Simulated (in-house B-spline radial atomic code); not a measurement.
## Functionals against successive ionisation energies: Cl to Cl⁶⁺

Ionisation energies as differences of self-consistent total energies from an all-electron radial atomic-structure program (B-spline basis): all electrons, radial basis limit, scalar-relativistic (one-electron X2C), spin-polarised at highest spin, spherical densities; exact exchange is averaged over the determinants of each configuration. No spin-orbit coupling, Breit or QED terms. NIST's values run from ground level to ground level, so in open shells the differences also hold multiplet and fine-structure energies that spherical high-spin averages miss. Columns give computed minus NIST, in eV; a star marks a semi-empirical value. Species are left out where the tabulated value is theory, is uncertain by more than 0.12 eV, or (13 ions, such as In⁴⁺, Te⁴⁺ and Bi⁴⁺) lies off its series for all methods alike, which flatters the means a little.

```json
{"species": "Cl", "shell": "3p", "NIST (eV)": "12.97", "BP86": "+0.21", "TPSS": "+0.09", "PBE0": "+0.04", "HSE06": "+0.04", "r2SCAN0": "+0.06", "revTPSS": "+0.07"}
{"species": "Cl⁺", "shell": "3p", "NIST (eV)": "23.81", "BP86": "+0.01", "TPSS": "-0.28", "PBE0": "-0.16", "HSE06": "-0.16", "r2SCAN0": "-0.40", "revTPSS": "-0.32"}
{"species": "Cl²⁺", "shell": "3p", "NIST (eV)": "39.80 ± 0.1*", "BP86": "-0.15", "TPSS": "+0.05", "PBE0": "-0.08", "HSE06": "-0.09", "r2SCAN0": "+0.30", "revTPSS": "0.00"}
{"species": "Cl⁴⁺", "shell": "3p", "NIST (eV)": "67.68 ± 0.1*", "BP86": "-0.02", "TPSS": "-0.17", "PBE0": "-0.11", "HSE06": "-0.10", "r2SCAN0": "-0.24", "revTPSS": "-0.25"}
{"species": "Cl⁵⁺", "shell": "3s", "NIST (eV)": "96.94 ± 0.04*", "BP86": "-0.06", "TPSS": "-0.42", "PBE0": "-0.30", "HSE06": "-0.28", "r2SCAN0": "-0.94", "revTPSS": "-0.55"}
{"species": "Cl⁶⁺", "shell": "3s", "NIST (eV)": "114.20", "BP86": "+0.43", "TPSS": "+0.33", "PBE0": "+0.59", "HSE06": "+0.63", "r2SCAN0": "-0.06", "revTPSS": "+0.13"}
```

How do the methods rank, and which species is hardest?

Mean absolute (signed) differences: BP86 0.14 (+0.07) eV; PBE0 0.21 (0.00) eV; HSE06 0.22 (+0.01) eV; revTPSS 0.22 (-0.15) eV; TPSS 0.22 (-0.07) eV; r2SCAN0 0.33 (-0.21) eV. For Cl⁵⁺, which loses a 3s electron, the nearest method is off by -0.06 eV, the largest such miss.
